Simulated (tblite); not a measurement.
Species: C5H7O (doublet state).
Z-matrix (Å and degrees, GFN2-xTB geometry), rows numbered from 1:
```
O 
C   1  1.4013
C   2  1.5400  1  112.49
C   3  1.4602  2  110.73  1    64.05
C   4  1.2871  3  159.10  2    -3.08
C   5  1.4834  4   69.31  3  -178.26
H   1  0.9652  2  108.37  3   -59.12
H   2  1.0925  1  105.88  3  -119.75
H   2  1.0995  1  110.84  3   122.42
H   3  1.0955  2  109.06  1   -56.48
H   3  1.0945  2  109.26  1  -174.80
H   6  1.0840  4  118.48  5  -106.96
H   6  1.0836  4  118.17  5   107.38
```

Method: GFN2-xTB as coded in tblite; computed harmonic values from a numerical Hessian at the method's own geometry, unscaled. Errors from tens to a few hundred cm⁻¹ against measured bands are possible. One conformer, not necessarily the lowest. Open shells enter through the occupations alone, without spin polarisation, and single modes of such species can be off by tens of per cent.

Harmonic wavenumbers (cm⁻¹): 42.3, 93.8, 173.0, 297.7, 325.8, 417.1, 475.0, 694.2, 697.8, 873.9, 904.6, 961.3, 1011.6, 1014.1, 1041.6, 1085.7, 1136.2, 1159.9, 1167.6, 1294.9, 1316.9, 1346.2, 1437.4, 1458.8, 1470.8, 1928.4, 2880.7, 2933.6, 2948.0, 2982.0, 3016.3, 3023.2, 3523.6.

A = 9145, B = 2152, C = 1893 MHz; mass 83.050 u (most abundant isotopes); point group C1, symmetry number 1; spin multiplicity 2.

Q: What is the zero-point energy?

A: ½Σν̃ = 22567 cm⁻¹ = 64.52 kcal/mol.

Q: Entropy at 298.15 K, 1 bar (ideal gas, RRHO, classical rotation)?

A: Translation 39.19, rotation 26.56, vibration 17.08, spin (R ln 2) 1.38: S = 84.2 cal/(mol K).

Q: And Cp and H(298.15 K) − H(0)?

A: Cp = 25.68 cal/(mol K), of which vibrations give 17.74 (their classical limit is 33 R = 65.6); H(298.15 K) − H(0) = 4.99 kcal/mol without the zero-point energy, 2.62 from vibrations.

Q: How do the functions run with temperature in this model?

A: 
| T (K) | S (cal/(mol K)) | Cp (cal/(mol K)) | H − H(0) (kcal/mol) | G − H(0) (kcal/mol) | ln q(vib) |
| --- | --- | --- | --- | --- | --- |
| 100 | 63.9 | 14.0 | 1.10 | -5.29 | 1.20 |
| 200 | 75.3 | 19.5 | 2.78 | -12.28 | 2.72 |
| 300 | 84.4 | 25.8 | 5.04 | -20.28 | 4.20 |
| 500 | 100.5 | 38.0 | 11.47 | -38.80 | 7.20 |
| 800 | 121.2 | 49.9 | 24.80 | -72.16 | 11.66 |
| 1000 | 132.9 | 55.0 | 35.32 | -97.60 | 14.49 |

q(vib) and H(0) count from the zero-point level.

Q: What must be added to the electronic energy to get the Gibbs energy at 298.15 K and 1 bar?

A: ZPE + [H(298.15 K) − H(0)] − T·S = 64.52 + 4.99 − 25.11 = 44.40 kcal/mol.

Q: Which modes carry the vibrational entropy at 298.15 K?

A: 42.3 cm⁻¹: 5.15; 93.8 cm⁻¹: 3.58; 173.0 cm⁻¹: 2.40; 297.7 cm⁻¹: 1.43; 325.8 cm⁻¹: 1.28; 417.1 cm⁻¹: 0.90 cal/(mol K); the other 27 give 2.34 together.

Q: Blend soft modes into free rotors: weight 1/[1 + (100 cm⁻¹/ν̃)⁴] for the oscillator and the rest for a rotor with moment μB/(μ + B), μ = h/(8π²ν), B = 10⁻⁴⁴ kg m². What vibrational entropy results?

A: 15.32 cal/(mol K) in place of 17.08, which changes −T·S at 298.15 K by +0.53 kcal/mol.

Hindered rotation and anharmonicity are outside this model. Other conformers, if any are populated, would add a mixing term that is left out. The structure is chiral; the term R ln 2 for an equal mix with its mirror image is left out.

The run took 0.22 s wall on an Arm Neoverse V2 with one thread, shared host. The figure is for the frequency step alone.
